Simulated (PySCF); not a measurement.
# Cl: electron affinity

Cl⁻ [Ar] (1S) → Cl [Ne] 3s2 3p5 (2P), as a difference of total energies. All numbers are calculated (PySCF 2.14, the spin-free X2C one-electron Hamiltonian (Gaussian nucleus), in aug-cc-pVTZ-DK (6s5p3d2f, 50 functions)). Correlated levels: valence: [Ne] frozen. The calculations carry no spin-orbit coupling.

```tsv
method	electron affinity (eV)
UHF	2.364
LDA	3.926
PBE	3.641
PBE0	3.559
r2SCAN	3.601
r2SCANh	3.573
revPBE	3.572
TPSS	3.578
BP86	3.763
MP2 (valence)	3.618
SCS-MP2 (valence)	3.518
```

**Question.** How much does correlation contribute at MP2 (valence)?

**Answer.** 3.618 − (2.364) = 1.254 eV, measured against UHF.

A first-order spin-orbit estimate (lowest level to lowest level, LS coupling) adds -0.035 eV.

Errors of the correlated levels include the incompleteness of this basis and the frozen core.

In the anion the highest occupied orbital energy is positive at LDA, PBE, r2SCAN, revPBE, TPSS, BP86, a self-interaction effect; the basis confines that electron, and the energy difference can still be sensible.

For comparison: 3.613 eV (measured; photodetachment measurements, as compiled on the Wikipedia data page of electron affinities).
